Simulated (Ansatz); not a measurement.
**BH6N: a trajectory, and a look at its input**

Aim: a trajectory from the structure below. Read the input with care, then see what the program makes of it. The step meant is a four-centre ligand exchange at charge 0 and multiplicity 1, which changes B1–H6, N2–H5, B1–N2, H5–H6.

Program: Ansatz 0.2.0, Gaussian basis. Level of theory: PBE0-D4/def2-SVP. These are calculated values, not measurements.

## 1. The structure

| atom | x (Å) | y (Å) | z (Å) |
| --- | --- | --- | --- |
| B1 | -0.0629 | -0.7505 | -0.3614 |
| N2 | 0.0605 | 0.7219 | 0.3476 |
| H3 | 0.2580 | -1.5458 | 0.4955 |
| H4 | -1.2241 | -0.8480 | -0.6956 |
| H5 | -0.1841 | 1.4596 | -0.3049 |
| H6 | 0.7052 | -0.7194 | -1.2988 |
| H7 | -0.5603 | 0.7920 | 1.1473 |
| H8 | 1.0078 | 0.8902 | 0.6703 |

## 2. The run

run/in.yaml

```yaml
crystal:
  periodic: [false, false, false]
  atoms:
    - {symbol: B, position_ang: [-0.062903, -0.750537, -0.361351]}
    - {symbol: N, position_ang: [0.060527, 0.721895, 0.347588]}
    - {symbol: H, position_ang: [0.258028, -1.545751, 0.495542]}
    - {symbol: H, position_ang: [-1.224103, -0.848038, -0.695620]}
    - {symbol: H, position_ang: [-0.184148, 1.459611, -0.304918]}
    - {symbol: H, position_ang: [0.705169, -0.719351, -1.298753]}
    - {symbol: H, position_ang: [-0.560296, 0.791980, 1.147290]}
    - {symbol: H, position_ang: [1.007826, 0.890190, 0.670322]}
basis:
  gaussian: {orbitals: def2-SVP}
hamiltonian: {xc: pbe0, dispersion: d4}
md: {n_steps: 30, timestep: 0.75, temperature: 700, ensemble: npt, seed: 74, initial_velocities: maxwell_boltzmann}
```

Started as:

```bash
ansatz run in.yaml --threads 2 --pin off --events-out ev --progress --plain --max-ram 4352MiB
```

Q: Predict the outcome of this session. Wanted: outcome.

The runs gave:

```
   quantity             value
    outcome           refused
      fault  unknown ensemble
steps taken                 0
```

The program refused the input before any work. The ensemble's name is not one that the program knows. The cure: name one that the program lists, such as nve, nvt_langevin or nvt_nose_hoover.
